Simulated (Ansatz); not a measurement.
## CCSD(T) against full CI for several species

Each species is computed at the geometry given (Å), with frozen cores, in Ansatz 0.2.0: RHF-CCSD(T) for singlets, UHF-CCSD(T) otherwise, and full CI in the same basis. The program picks the determinant by trial CCSD, so it needn't be the lowest Hartree–Fock solution. States: BH2⁺ B2, HSiC⁺ Π, BeP⁺ Σ⁻ or Δ, AlO⁺ Π. Cases whose determinant has another symmetry than full CI's state, or whose (Q) step broke down, weren't drawn.

Judging by size, spin and bonding and the diagnostics given, rank them by the size of CCSD(T)'s error in total energy against full CI in the same basis, smallest first (an estimate).
A. HSiC⁺, triplet, 6-31G: Si 0.000 0.000 0.076; C 0.000 0.000 -1.651; H 0.000 0.000 1.575. T1 0.087, (T) -103 meV in a correlation energy of -2.99 eV
B. AlO⁺, triplet, 6-31G: Al 0.000 0.000 0.000; O 0.000 0.000 1.733. T1 0.031, (T) -88 meV in a correlation energy of -3.20 eV
C. BeP⁺, triplet, cc-pVDZ: P 0.000 0.000 0.000; Be 0.000 0.000 2.002. T1 0.030, (T) -124 meV in a correlation energy of -3.26 eV
D. BH2⁺, triplet, cc-pVTZ: B 0.000 0.000 -0.169; H 0.000 0.711 0.908; H 0.000 -0.711 0.908. T1 0.014, (T) -39 meV in a correlation energy of -1.90 eV

D (11.1 meV), B (28.9 meV), C (42.5 meV), A (75.7 meV).

```json
{"species": "BH2⁺, triplet", "basis": "cc-pVTZ", "correlated electrons": "4", "CCSD(T) − full CI (meV)": "11.1", "CCSDT(Q) − full CI (meV)": "-0.3", "unpaired electrons (full CI)": "2.01", "T1": "0.014", "⟨S²⟩ of the determinant": "2.01"}
{"species": "AlO⁺, triplet", "basis": "6-31G", "correlated electrons": "8", "CCSD(T) − full CI (meV)": "28.9", "CCSDT(Q) − full CI (meV)": "-5.1", "unpaired electrons (full CI)": "2.04", "T1": "0.031", "⟨S²⟩ of the determinant": "2.03"}
{"species": "BeP⁺, triplet", "basis": "cc-pVDZ", "correlated electrons": "6", "CCSD(T) − full CI (meV)": "42.5", "CCSDT(Q) − full CI (meV)": "-0.9", "unpaired electrons (full CI)": "2.09", "T1": "0.030", "⟨S²⟩ of the determinant": "2.02"}
{"species": "HSiC⁺, triplet", "basis": "6-31G", "correlated electrons": "8", "CCSD(T) − full CI (meV)": "75.7", "CCSDT(Q) − full CI (meV)": "4.3", "unpaired electrons (full CI)": "2.27", "T1": "0.087", "⟨S²⟩ of the determinant": "2.66"}
```

Unpaired electrons are Σ n²(2−n)² over natural occupations; an open shell counts its own unpaired electrons too. Frozen cores follow each run's orbitals, which moves totals by a few meV.
